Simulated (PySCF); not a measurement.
**Silicon: a sound run and one with changed settings**

Sound run: Si [Ne] 3s2 3p2, Si⁺ [Ne] 3s2 3p1. Calculation: PySCF 2.14, in cc-pVDZ-DK; the spin-free X2C one-electron Hamiltonian (Gaussian nucleus). In the sound run the correlated levels freeze [Ne]. The sound run starts from symmetry-adapted Hartree-Fock orbitals and uses a fine grid where one is needed.

Changed run: a valence shell is frozen. This setting is unsound on purpose.

```
species   method  sound run (hartree)  changed run (hartree)  converged
     Si      MP2           -289.49698             -289.45659        yes
     Si  CCSD(T)           -289.51699             -289.45878        yes
```

Ionisation energy of Si:

| method | sound run (eV) | changed run (eV) |
| --- | --- | --- |
| UHF | 7.632 | 7.632 |
| MP2 | 7.909 | 7.755 |
| SCS-MP2 | 7.837 | 7.673 |
| CCSD | 7.928 | 7.814 |
| CCSD(T) | 7.938 | 7.814 |
| CCSDT | n/a | 7.814 |
| FCI | n/a | 7.814 |

Freezing a valence shell removes pair correlation that changes on ionisation.

For comparison, NIST gives 8.152 eV between the lowest levels.
